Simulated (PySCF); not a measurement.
A series of substituents X on one scaffold: HS-X. Isolated molecules, 0 K electronic values unless said otherwise. One relaxed conformer stands for each flexible species; it need not be the lowest. Strings in code marks are SMILES.

Computed with PySCF with PBE-D3(BJ)/def2-TZVP // B3LYP-D3(BJ)/def2-TZVP. All candidates: neutral, multiplicity 1. Delta-SCF ions had no search for a lower state. 

| Item | Result |
|---|---|
| HOMO | -6.76 eV |
| LUMO | -2.25 eV |
| vertical ionisation energy (Delta-SCF) | 10.35 eV |

Task: Which member has these values?
A) `CS`
B) `[C-]#[N+]S`
C) `[SH][GeH3]`
D) `SS` (H–S–S–H torsion 90°)

Result: B, `[C-]#[N+]S`. The others give `CS`: -5.51 eV, -0.42 eV, 9.28 eV; `[SH][GeH3]`: -6.06 eV, -0.99 eV, 9.47 eV; `SS` (H–S–S–H torsion 90°): -6.28 eV, -2.07 eV, 9.73 eV
